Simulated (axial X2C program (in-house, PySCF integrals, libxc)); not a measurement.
## Nuclear properties of BN⁻

Calculated with an axial X2C code built on PySCF integrals: two-component X2C with atomic mean-field Coulomb and Gaunt terms, Gaussian nuclei, basis N dyall-av3z, B dyall-av3z with contracted cores.

R = 1.274 Å (near the PBE0 minimum at charge -1 of the determinant lowest at the starting distance; the state shown can have its own minimum elsewhere).

Determinant lowest in the PBE0 search, Ω = 1/2 (⟨Sz⟩ = 0.50, ⟨Lz⟩ = 0.00 at PBE0), spin on the atoms N 0.00, B 0.50:

| level | Eeff magnitude (GV/cm) | Ws magnitude N (kHz) | Ws magnitude B (kHz) | A∥/gI N (MHz) | qzz N (a.u.) | A∥/gI B (MHz) | qzz B (a.u.) |
| --- | --- | --- | --- | --- | --- | --- | --- |
| PBE0 | 0.00981 | 0.00296 | 0.00509 | 46.8 | -0.55 | 262 | -0.12 |
| HF | 0.0104 | 0.00345 | 0.00565 | 14.9 | -1.05 | 454 | -0.20 |
| r2SCAN | 0.00945 | 0.00298 | 0.00493 | 40.7 | -0.53 | 268 | -0.13 |
| BP86 | 0.00769 | 0.00139 | 0.00485 | 42.9 | -0.42 | 226 | -0.10 |
| PBE50 | 0.0115 | 0.00397 | 0.00545 | 54.9 | -0.68 | 302 | -0.14 |

Determinant 0.99 eV from it at PBE0 and this distance, Ω = 3/2 (⟨Sz⟩ = 0.50, ⟨Lz⟩ = 1.00 at PBE0), spin on the atoms N 0.43, B 0.07:

```tsv
level	Eeff magnitude (GV/cm)	Ws magnitude N (kHz)	Ws magnitude B (kHz)	A∥/gI N (MHz)	qzz N (a.u.)	A∥/gI B (MHz)	qzz B (a.u.)
PBE0	0.000114	0.000175	7.76e-05	90.9	-1.35	16.1	-0.54
HF	0.000577	0.000386	0.000149	87.2	-1.36	13.5	-0.58
r2SCAN	0.000494	0.00031	0.000117	97.6	-1.40	19.9	-0.54
BP86	1.35e-05	0.000129	6.4e-05	90.3	-1.37	17.3	-0.53
PBE50	0.000177	0.000203	8.9e-05	89	-1.35	14.9	-0.56
```

Eeff is the effective electric field on the electron electric dipole moment in this Ω state and Ws the scalar–pseudoscalar constant of the nucleus named (defined with the proton number Z and per Ω); A∥ (defined per Ω) follows by multiplying with gI = μI/(I μN); qzz is the electric field gradient, eQq0 = 234.96 MHz × Q/barn × qzz. The operators were transformed with the bare-nucleus X2C matrices; with these basis sets, hyperfine constants and field gradients can be off by tens of per cent, and where levels differ in sign neither size nor sign is settled.

Question: With Q(11B) = 0.04059 barn (Q from Pyykkö, Mol. Phys. 2018), turn the PBE0 values of the first state into constants in MHz.

Answer: eQq0(11B) = 234.96 × (0.04059) × (-0.12) = -1.14 MHz.

Each state is one determinant with collinear spin. Unrestricted Hartree–Fock can overshoot spin polarisation at the nuclei. In the state Ω = 3/2 the sign of Eeff differs between levels (BP86 against PBE0). For an anion, determinants above electron detachment, or with a positive highest level, are held by the basis set. Where Eeff spreads by more than a factor of two the levels disagree and none is to be relied on. The search compared states at one distance, so a state with another bond length can lie lower. Where a field gradient or hyperfine factor spreads by more than a factor of two over the levels, a constant derived from it is not to be relied on. PBE0 term energies can be off by some tenths of an eV.
